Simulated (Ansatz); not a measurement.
## 1T (CdI2-type) HfS₂

Computed with PBE (plane waves, PAW; Ansatz, an electronic-structure program).

Numerical settings: plane-wave cutoff 520 eV, 12×12×6 k mesh (along the axes of the cell as run), scalar-relativistic PAW data made under PBE.

Cell (measured lattice):

```xyz
3
Lattice="3.6350 0.0000 0.0000 -1.8175 3.1480 0.0000 0.0000 0.0000 5.8370" Properties=species:S:1:pos:R:3 pbc="T T T"
Hf     0.0000     0.0000     0.0000
S      0.0000     2.0987     1.4446
S      1.8175     1.0493     4.3924
```

```
Quantity                                          Value
---------------------------------------------  --------
elastic constant C11                            140 GPa
elastic constant C12                           27.6 GPa
elastic constant C13                           10.2 GPa
elastic constant C33                           38.2 GPa
elastic constant C44                           9.31 GPa
elastic constant C66                           56.3 GPa
Voigt–Reuss–Hill bulk modulus                  38.3 GPa
Voigt–Reuss–Hill shear modulus (Hill average)  24.9 GPa
Young modulus                                  61.4 GPa
Poisson ratio                                     0.232
```

Measured, for comparison: elastic constant C33 39.4 GPa (temperature not stated, not corrected to a static lattice; as tabulated in Björkman et al. (2012), arXiv:1206.3542). Computed (rounded) less measured: elastic constant C33 -3 %.

Note: the cell isn't this level's own, so it is under some stress, which shifts stiffness and frequencies.

Elastic constants are with the ions relaxed.

Spin–orbit coupling is not included.

The computed numbers hold no vibrational or temperature effects.
